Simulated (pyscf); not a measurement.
**Four-centre exchange: Cl–Ge:–Cl [singlet] + H₂ → HCl + Cl–GeH: [singlet]**

Gas phase, singlet surface, charge 0. Bonds broken: Cl1–Ge2, H4–H5. Bonds formed: Cl1–H4, Ge2–H5. Single points on ωB97X-D3(BJ)/def2-SVP structures (PySCF, gas phase).

Transition state (Å):

```xyz
5

Cl    -0.0200     0.9453     0.1185
Ge    -1.5574    -0.8179     1.1316
Cl    -0.6022    -2.5394     0.1855
H     -1.3119     0.4003    -0.4375
H     -2.2206    -0.2210    -0.3588
```

One imaginary mode, 1061i cm⁻¹; descent along it reached the two sides named, in the forms told below.

```csv
bond,change,reactant side (Å),saddle,product side
Cl1–Ge2,breaks,2.184,2.549,2.9
H4–H5,breaks,0.761,1.104,3.1
Cl1–H4,forms,3.2,1.508,1.294
Ge2–H5,forms,3.0,1.737,1.594
```

Electronic energies relative to the separated reactants (kJ/mol):

| level | barrier | reaction energy | reverse barrier |
|---|---|---|---|
| ωB97X-D3(BJ)/def2-TZVP | 132.4 | +131.9 | 0.4 |
| PBE/def2-TZVP | 102.9 | +129.2 | -26.3 |
| r²SCAN/def2-TZVP | 109.7 | +132.6 | -22.9 |
| B3LYP-D3(BJ)/def2-TZVP | 123.7 | +129.2 | -5.5 |
| PBE0-D3(BJ)/def2-TZVP | 108.9 | +124.5 | -15.6 |
| M06-2X/def2-TZVP | 136.4 | +132.0 | 4.3 |
| ωB97M-D3(BJ)/def2-TZVP | 127.7 | +119.2 | 8.5 |
| HF/def2-TZVP | 182.7 | +102.0 | 80.7 |

With ωB97M-D3(BJ)/def2-TZVP energies and thermal terms (ideal gas, 1 atm, RRHO with modes under 100 cm⁻¹ raised to 100, one conformer, R ln 2 for chiral ones without a mode under 150 cm⁻¹), in kJ/mol:

| T (K) | ΔH‡ | ΔG‡ | ΔH | ΔG |
|---|---|---|---|---|
| 298 | 127.2 | 161.1 | +121.7 | +114.0 |
| 600 | 123.5 | 197.1 | +118.8 | +107.5 |
| 900 | 123.2 | 234.1 | +117.2 | +102.2 |
| 1200 | 124.3 | 270.9 | +116.4 | +97.3 |

On the product side the descent ends in a bound adduct, 33.8 kJ/mol under the separated species and 34.2 kJ/mol under the saddle at ωB97X-D3(BJ)/def2-TZVP. At PBE, r²SCAN, B3LYP-D3(BJ), PBE0-D3(BJ) the saddle lies under the separated products, which points to a path from their complex (located at ωB97X-D3(BJ) alone), and parting the products costs more than the saddle. One saddle was located; it need not be the lowest between these sides. Elements up to Kr have no core potential and no relativistic terms here.
